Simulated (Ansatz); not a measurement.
```yaml
crystal:
  periodic: [false, false, false]
  atoms:
    - {symbol: C, position_ang: [-0.729037, 1.066682, -0.417875]}
    - {symbol: Al, position_ang: [0.571500, -0.326575, -0.037903]}
    - {symbol: S, position_ang: [-0.003731, -1.933243, 1.331902]}
    - {symbol: H, position_ang: [-0.342770, 2.048268, -0.124316]}
    - {symbol: H, position_ang: [-1.676349, 0.908561, 0.102414]}
    - {symbol: H, position_ang: [-0.938042, 1.121302, -1.491202]}
    - {symbol: H, position_ang: [2.030232, -0.381199, -0.654312]}
    - {symbol: H, position_ang: [1.180296, -2.560898, 1.235491]}
basis:
  gaussian: {orbitals: x2c-TZVPPall}
total_charge: 1
magnetization: {spin_polarized: true, initial_magnetization: 1}
hamiltonian: {xc: {name: rPW86-PBE}, dispersion: d3bjatm}
output: {forces: true}
```

```sh
$ ansatz run in.yaml --threads 2 --pin off --events-out ev --progress --plain --max-ram 32768MiB --backend cpu
```

Output, abridged:

```
Functional definition: rPW86-PBE
1034 factors; their error is unknown
mean field evaluation 1: about -18588.1974 eV, gradient 6.2e1 eV
mean field evaluation 2: about -18492.4895 eV, gradient 1.1e2 eV
mean field evaluation 4: about -18599.4785 eV, gradient 3.0e1 eV
mean field evaluation 8: about -18604.6683 eV, gradient 1.0e1 eV
mean field evaluation 16: about -18605.5118 eV, gradient 9.2e-1 eV
mean field evaluation 32: about -18605.6245 eV, gradient 1.4e0 eV
mean field -18605.77220419 eV, -683.7495170586 hartree, gradient 2.5e-5 eV, S^2 0.753936; 4 other end points of the search recorded, 0 dependent functions left out
reference -18605.77231463 eV, -683.7495211170 hartree; 20, 19 occupied and 165, 166 virtual orbitals, 1034 factors
Total energy: -18605.91290460 eV, -683.7546877032 hartree
Relativity: scalar
Atom 0 at    -0.729037     1.066682    -0.417875 Å, force    -0.627022     1.054818    -0.032260 eV/Å
Atom 1 at     0.571500    -0.326575    -0.037903 Å, force     0.499378     0.692640    -0.787337 eV/Å
Atom 2 at    -0.003731    -1.933243     1.331902 Å, force    -0.850807    -0.985665     0.582424 eV/Å
Atom 3 at    -0.342770     2.048268    -0.124316 Å, force     0.187816    -0.018269     0.089963 eV/Å
Atom 4 at    -1.676349     0.908561     0.102414 Å, force     0.001074    -0.315690     0.273653 eV/Å
Atom 5 at    -0.938042     1.121302    -1.491202 Å, force     0.291775    -0.311163    -0.224492 eV/Å
Atom 6 at     2.030232    -0.381199    -0.654312 Å, force     0.005526    -0.067254    -0.178821 eV/Å
Atom 7 at     1.180296    -2.560898     1.235491 Å, force     0.492260    -0.049417     0.276869 eV/Å
Dipole moment:     0.169763     0.062409    -0.110963 e Å
```

It took 29 s on 2 threads of a server CPU on a shared host, with 0.51 GiB of host memory at the peak.
